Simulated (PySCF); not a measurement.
GaH2, quartet: the ladder up to full CI

Geometry: that of the GaH2, doublet, kept fixed. The doublet lies 4.4 eV lower here.

```json
{"atom": "Ga", "x (Å)": "0.0000", "y (Å)": "-0.0222", "z (Å)": "0.0000"}
{"atom": "H", "x (Å)": "0.0000", "y (Å)": "0.7688", "z (Å)": "-1.3831"}
{"atom": "H", "x (Å)": "0.0000", "y (Å)": "0.7688", "z (Å)": "1.3831"}
```

Basis aug-cc-pVDZ; PySCF 2.14.0. Correlated methods freeze the noble-gas cores and the filled d shells of p-block atoms, which leaves 5 electrons in 40 orbitals. Prefix R: restricted or restricted open-shell reference; prefix U: unrestricted. No spin–orbit coupling is included, and no scalar relativity.

Full CI is exact within this basis and frozen core; it isn't the basis-set limit. The frozen core follows each run's orbitals, which can shift R against U totals by a few meV for light atoms and by up to 0.1 eV past Ca.

```
UHF ⟨S²⟩                          : 3.795
T1 diagnostic (ROHF- or RHF-based CCSD)             : 0.0284
largest doubles amplitude (ROHF- or RHF-based CCSD) : 0.086
```

```csv
level,E − E(full CI) (kJ/mol),share of correlation (%),wall time
RHF,214.7,0.00,–
RMP2,55.1,74.34,–
RCCSD,8.1,96.24,–
RCCSD(T),2.3,98.95,2.2 s
RCCSDT,0.3,99.86,27 s
```

The correlation energy at full CI, counted from RHF, is -2.226 eV. Full CI, over all symmetries tried, took 8.4 min on 1 thread of Arm Neoverse V1, shared host; the state has 908,048 determinants.

Run but not shown, since their state, orbitals or frozen core can't be matched to the reference's or they repeat it: UHF, UMP2, UCCSD, UCCSD(T).

Times are those of the correlated step on a shared host, with one SCF added for the restricted CCSD run; they ran on 1 thread of Arm Neoverse V1.

The full-CI state has the irrep A2 of C2v, in the program's axes.

Natural occupations of full CI about the gap: 1.912 1.018 0.979 0.977 0.033 0.026 0.015 0.008 0.006 0.005; effectively unpaired electrons, Σ n²(2−n)², 3.03.
